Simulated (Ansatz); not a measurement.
**AlBFH3: up Jacob's ladder to CCSD(T)**

Aim: compute AlBFH3 with functionals from several rungs and with coupled cluster, and see how far each lands from CCSD(T) at the basis-set limit for the atomisation energy.

Program: Ansatz 0.2.0, Gaussian basis. Level of theory: functionals in def2-TZVPP, the program's frozen cores in correlated methods. These are calculated values, not measurements.

Plan: LDA (SPW92), PBE-D4, revPBE-D4, BLYP-D4, r2SCAN-D4, B97M-V, PBE0-D4, B3LYP-D4, r2SCANh-D4, r2SCAN0-D4, HSE06-D4, BHLYP-D4, CAM-B3LYP-D4, LC-ωPBE, ωB97X-V, ωB97M-V, B2PLYP, PBE-QIDH; CCSD(T)/def2-SVP; CCSD(T)/def2-TZVPP; MP2/def2-QZVPP; extrapolation to the limit; RPA on PBE.

1 further run of the same task is left out (it didn't finish).

## Step 1: The relaxed structure

All runs share one geometry, relaxed beforehand with PBE0-D4 in a triple-zeta def2 set.

SMILES `F[BH][AlH2]`, 6 atoms, charge 0, spin multiplicity 1.

Atoms are counted from 1 here; the program's logs count them from 0.

Bond lengths: F1–B2 1.329 Å, B2–Al3 2.161 Å, B2–H4 1.210 Å, Al3–H5 1.592 Å, Al3–H6 1.592 Å. Angles: F1–B2–Al3 120.8°, F1–B2–H4 114.2°, Al3–B2–H4 125.0°, B2–Al3–H5 120.9°, B2–Al3–H6 120.9°, H5–Al3–H6 118.1°.

## Step 2: LDA

This LDA is Slater exchange with PW92 correlation.

File in.yaml:

```yaml
crystal:
  periodic: [false, false, false]
  atoms:
    - {symbol: F, position_ang: [-0.478469, -2.079129, -0.109508]}
    - {symbol: B, position_ang: [-0.701468, -0.798004, -0.384108]}
    - {symbol: Al, position_ang: [0.643845, 0.736041, 0.326913]}
    - {symbol: H, position_ang: [-1.694497, -0.598876, -1.045531]}
    - {symbol: H, position_ang: [1.874388, 1.220452, -0.559820]}
    - {symbol: H, position_ang: [0.398301, 1.455515, 1.725856]}
basis:
  gaussian: {orbitals: def2-TZVPP}
hamiltonian: {xc: lda}
output: {orbitals: {seedname: orbitals}}
```

Run with:

```sh
ansatz run in.yaml --threads 2 --pin off --events-out ev --progress --plain --max-ram 4352MiB
```

Further steps of the session: PBE-D4 (GGA); revPBE-D4 (GGA); BLYP-D4 (GGA); r2SCAN-D4 (meta-GGA); B97M-V (meta-GGA); B3LYP-D4 (hybrid); r2SCANh-D4 (hybrid); r2SCAN0-D4 (hybrid); HSE06-D4 (hybrid); BHLYP-D4 (hybrid); CAM-B3LYP-D4 (range-separated); LC-ωPBE (range-separated); ωB97X-V (range-separated); ωB97M-V (range-separated); B2PLYP (double hybrid); PBE-QIDH (double hybrid); CCSD(T) in def2-SVP; CCSD(T) in def2-TZVPP; MP2 in def2-QZVPP; RPA on PBE orbitals.

**Question.** What will the summary of the whole plan be? Wanted: atomisation energy, CCSD(T)/CBS; farthest beyond LDA; mean size of error, GGA; mean size of error, meta-GGA; mean size of error, hybrid; mean size of error, range-separated; mean size of error, double hybrid; gap, smallest and largest; T1 diagnostic.

The runs gave:

```
                               quantity                                            value
        atomisation energy, CCSD(T)/CBS                                        18.812 eV
    functionals within 0.094 eV (0.5 %)  BLYP-D4, B3LYP-D4, r2SCANh-D4, LC-ωPBE, ωB97M-V
                    farthest beyond LDA                             BHLYP-D4 (-0.346 eV)
                mean size of error, GGA                                         0.148 eV
           mean size of error, meta-GGA                                         0.222 eV
             mean size of error, hybrid                                         0.143 eV
    mean size of error, range-separated                                         0.119 eV
      mean size of error, double hybrid                                         0.149 eV
              gap, smallest and largest        3.28 eV (LDA (SPW92)), 10.17 eV (LC-ωPBE)
                          T1 diagnostic                                           0.0135
triples share of the correlation energy                                            2.8 %
```

The LDA atomisation energy is off by 2.286 eV (12 %): it overbinds. PBE-D4 misses by +0.099 eV. Double hybrids carry the basis error of their MP2 part in triple zeta, and no dispersion term here, so their miss is partly the set-up's. By mean error the best rung here is range-separated (0.119 eV) and the worst beyond LDA is meta-GGA (0.222 eV). The gap between the best rungs is small, so their order is not settled. The reference freezes the cores and leaves out relativity and excitations past (T), so misses under about 0.094 eV can't be ranked. Hartree-Fock recovers 78 % of the binding; the rest is correlation. CCSD(T) in def2-SVP is off by -0.846 eV, more than most functionals: a good method in a small basis is no reference. The gap grows from 3.3 to 10.2 eV across the functionals, mostly with the share of exact exchange.
